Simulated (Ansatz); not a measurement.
Input file:

```yaml
crystal:
  periodic: [false, false, false]
  atoms:
    - {symbol: Al, position_ang: [0.000000, 0.000000, -1.704679]}
    - {symbol: O, position_ang: [0.000000, 0.000000, 0.377321]}
    - {symbol: H, position_ang: [0.000000, 0.000000, 1.327357]}
basis:
  gaussian: {orbitals: STO-3G}
magnetization: {spin_polarized: false}
correlation: {method: ccsdt_q_b, electrons: outside_noble_gas}
accuracy: high
```

```sh
$ ansatz run in.yaml --threads 1 --pin off --events-out ev --progress --plain --max-ram 2393MiB
```

Output:

```
240 factors; integrals over basis functions are off by at most 9.9e-9 eV
mean field evaluation 1: about -8522.2802 eV, gradient 2.8e1 eV
mean field evaluation 2: about -8522.3251 eV, gradient 2.8e1 eV
mean field evaluation 4: about -8525.6697 eV, gradient 1.8e0 eV
mean field evaluation 8: about -8525.6826 eV, gradient 1.9e-4 eV
mean field evaluation 16: about -8525.6269 eV, gradient 1.8e0 eV
mean field -8525.68257349 eV, -313.3130556604 hartree, gradient 2.3e-8 eV, S^2 0.000000; 0 other end points of the search recorded, 0 dependent functions left out
6 core orbitals not correlated: weight in the atoms' cores, before any rotation towards them, 1.000 or more for the frozen orbitals, at most 0.000 for the correlated occupied ones
reference -8525.68257349 eV, -313.3130556604 hartree; 5, 5 occupied and 4, 4 virtual orbitals, 240 factors
second order -1.51197571 eV of doubles, -0.00000000 eV of singles
cycle   1  -1.68998544 eV  change   -1.8e-1 eV  update   1.4e-1
cycle   2  -1.96560940 eV  change   -2.8e-1 eV  update   1.2e-1
cycle   3  -2.16582344 eV  change   -2.0e-1 eV  update   6.5e-2
cycle   4  -2.19449841 eV  change   -2.9e-2 eV  update   3.0e-2
cycle   5  -2.19935006 eV  change   -4.9e-3 eV  update   1.5e-2
...
cycle  18  -2.20514251 eV  change   -5.7e-8 eV  update   8.6e-8
cycle  19  -2.20514263 eV  change   -1.2e-7 eV  update   1.3e-7
cycle  20  -2.20514274 eV  change   -1.1e-7 eV  update   7.7e-8
cycle  21  -2.20514276 eV  change   -1.6e-8 eV  update   5.8e-8
cycle  22  -2.20514275 eV  change    1.1e-8 eV  update   2.9e-8
cycle  23  -2.20514275 eV  change   -1.6e-9 eV  update   2.4e-8
cycle  24  -2.20514273 eV  change    1.7e-8 eV  update   1.3e-8
cycle  25  -2.20514272 eV  change    7.3e-9 eV  update   3.0e-9
cycle  26  -2.20514272 eV  change   8.5e-10 eV  update   1.9e-9
cycle  27  -2.20514272 eV  change   6.6e-10 eV  update  9.6e-10
perturbative correction -0.02871526 eV, -0.0010552663 hartree
Total energy: -8527.91643147 eV, -313.3951484270 hartree
```

Ran on 1 thread of Arm Neoverse V1, shared host: 0.54 s wall, 0.08 GiB peak host memory.
